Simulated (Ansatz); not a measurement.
Worked example: building the atomization energy of C2H6O, singlet

Measured: the G2/97 heats of formation, with zero-point and thermal terms from B3LYP taken off, give an electronic atomization energy of 810.0 kcal/mol (Curtiss et al., J. Chem. Phys. 106, 1063 (1997); Staroverov et al., J. Chem. Phys. 119, 12129 (2003)). The calculation below tries to reproduce it.

Geometry (MP2(full)/6-31G*, from the G2/97 set):

```json
{"atom": "C", "x (Å)": "1.2220", "y (Å)": "-0.3818", "z (Å)": "0.0000"}
{"atom": "C", "x (Å)": "0.0538", "y (Å)": "0.5781", "z (Å)": "0.0000"}
{"atom": "O", "x (Å)": "-1.1363", "y (Å)": "-0.2090", "z (Å)": "0.0000"}
{"atom": "H", "x (Å)": "-1.8928", "y (Å)": "0.4002", "z (Å)": "0.0000"}
{"atom": "H", "x (Å)": "0.0964", "y (Å)": "1.2261", "z (Å)": "0.8869"}
{"atom": "H", "x (Å)": "0.0964", "y (Å)": "1.2261", "z (Å)": "-0.8869"}
{"atom": "H", "x (Å)": "2.1697", "y (Å)": "0.1634", "z (Å)": "0.0000"}
{"atom": "H", "x (Å)": "1.1824", "y (Å)": "-1.0186", "z (Å)": "0.8859"}
{"atom": "H", "x (Å)": "1.1824", "y (Å)": "-1.0186", "z (Å)": "-0.8859"}
```

Atomization energies (atoms less molecule, kcal/mol) from Ansatz 0.2.0, frozen cores, restricted molecule, unrestricted atoms, sets cc-pVDZ, cc-pVTZ, cc-pVQZ:

| level | DZ | TZ | QZ |
| --- | --- | --- | --- |
| HF | 584.00 | 594.82 | 596.02 |
| CCSD(T) | 751.04 | 791.19 | 802.24 |
| CCSDT | 751.00 | 790.67 | – |
| CCSDT(Q) | 751.54 | 791.17 | – |

**Question.** Extrapolate Hartree–Fock with exp(−5.46 √X) and the CCSD(T) correlation part with X⁻³ (X = 3, 4), add each higher step from the largest set that has it, and compare with the measured value.

**Answer.** Hartree–Fock: 596.02 + (596.02 − 594.82) × 0.301 = 596.38.
Correlation: TZ 196.37, QZ 206.22; (64 × 206.22 − 27 × 196.37) / 37 = 213.41.
Full triples (TZ): 790.67 − 791.19 = -0.52.
(Q) (TZ): 791.17 − 790.67 = 0.50.
Sum: 809.8 kcal/mol, 0.2 below the measured 810.0.

The steps beyond CCSD(T) add -0.02 kcal/mol, while going from QZ to the limit adds 7.55. Core correlation, scalar relativity, spin–orbit terms and the relaxation from this MP2 geometry are missing from the sum, and the measured value has its own uncertainty.
